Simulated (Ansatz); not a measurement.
# CH4Si (triplet): wave-function methods side by side at a displaced geometry (v2), cc-pVDZ

An exercise on one series of results from a longer session: the logs are not shown, and one member is left open.

The runs use Ansatz 0.2.0, Gaussian basis; cc-pVDZ, core rule «outside noble gas», up to 6 orbitals frozen.

Plan: UHF; CCSD(T) on ROHF; CCSD(T) on UHF; BCCD(T) on ROHF; CISD; CCSDT(Q) on ROHF; CCSDT(Q) on UHF.

23 further runs of the same task are left out: 10 that didn't finish, 13 set aside as unsound or not needed.

## The system

The geometry is a PBE0/def2-TZVP stationary point (not a proven minimum) with its atoms shifted at random (size 0.100 Å).

6 atoms, charge 0, spin multiplicity 3.

Atoms are counted from 1 here; the program's logs count them from 0.

Bond lengths: Si1–C2 1.803 Å, Si1–H3 1.471 Å, Si1–H4 1.529 Å, Si1–H5 1.596 Å, C2–H6 1.142 Å. Angles: C2–Si1–H3 110.4°, C2–Si1–H4 114.7°, C2–Si1–H5 101.1°, H3–Si1–H4 113.6°, H3–Si1–H5 108.7°, H4–Si1–H5 107.4°, Si1–C2–H6 158.7°.

Geometry (Å):

```xyz
6

Si    0.04890    0.01961    0.52029
C    -0.11597   -0.05539   -1.27377
H    -0.03935    1.41251    0.98504
H     1.25091   -0.73894    1.08469
H    -1.26646   -0.75807    0.98181
H     0.07423    0.19815   -2.37080
```

Set-up of the first run:

in.yaml reads:

```yaml
crystal:
  periodic: [false, false, false]
  atoms:
    - {symbol: Si, position_ang: [0.048902, 0.019610, 0.520294]}
    - {symbol: C, position_ang: [-0.115972, -0.055391, -1.273769]}
    - {symbol: H, position_ang: [-0.039351, 1.412506, 0.985042]}
    - {symbol: H, position_ang: [1.250914, -0.738941, 1.084688]}
    - {symbol: H, position_ang: [-1.266461, -0.758073, 0.981805]}
    - {symbol: H, position_ang: [0.074228, 0.198146, -2.370795]}
basis:
  gaussian: {orbitals: cc-pVDZ}
magnetization: {spin_polarized: true, initial_magnetization: 2}
hamiltonian: {xc: hf}
output: {orbitals: {seedname: orbitals}}
```

Started as:

```
$ ansatz run in.yaml --threads 1 --pin off --events-out ev --progress --plain --max-ram 2393MiB
```

Among the steps run: UHF; CCSD(T) on ROHF; CCSD(T) on UHF; BCCD(T) on ROHF; CISD; CCSDT(Q) on ROHF; CCSDT(Q) on UHF.

One table of the session follows, with a row left open; its other results are not shown here.

```
   method  from UCCSDT(Q) (kJ/mol)
     ROHF                   +651.2
      UHF                   +630.1
     RMP2                   +131.4
     UMP2                   +130.3
     CISD                    +67.0
    RCCSD                    +17.3
    UCCSD                    +16.9
 RCCSD(T)                     +3.6
 UCCSD(T)                     +3.5
  BCCD(T)                     +3.5
   RCCSDT                     +0.7
   UCCSDT                     +0.6
RCCSDT(Q)                        ?
UCCSDT(Q)                        0
```

**Question.** Estimate the row for RCCSDT(Q).

The run gave: from UCCSDT(Q) (kJ/mol): +0.1. In the column «from UCCSDT(Q) (kJ/mol)» it lies between UCCSDT(Q) (0) and UCCSDT (+0.6).

Among the levels timed on like hardware and quicker than the yardstick, those that no quicker one beats, quickest first: BCCD(T) (2 s, +3.5 kJ/mol).

Caveats from the session: Restricted and unrestricted rows rest on different reference determinants; where their highest levels disagree by more than a few hundredths of an eV, they describe different states and don't form one ladder.
